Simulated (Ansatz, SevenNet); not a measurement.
For rutile MnF₂, the machine-learned potential SevenNet-l3i5 (trained on PBE and PBE+U data) gives:

- elastic constant C11: 86.9 GPa
- elastic constant C44: 23.6 GPa
- polycrystal shear modulus: 25.0 GPa

Question: What does PBE0 (Ansatz, a quantum-chemistry and plane-wave program, plane waves, PAW) give for the same quantities?

Answer: 
- elastic constant C11: 105 GPa (goes up by 21 %)
- elastic constant C44: 29.8 GPa (rises by 26 %)
- Voigt–Reuss–Hill shear modulus: 30.7 GPa (grows by 23 %)

Changes are worked out from the printed values.

Unless a cell is named, each level is at its own relaxed cell (SevenNet-l3i5 13.79, PBE0 13.24 Å³/atom).

Spin-polarised runs: PBE0 (opposed moments).

Ansatz's density-functional and Hartree–Fock values are scalar-relativistic unless marked +SOC, with PAW data made under PBE.
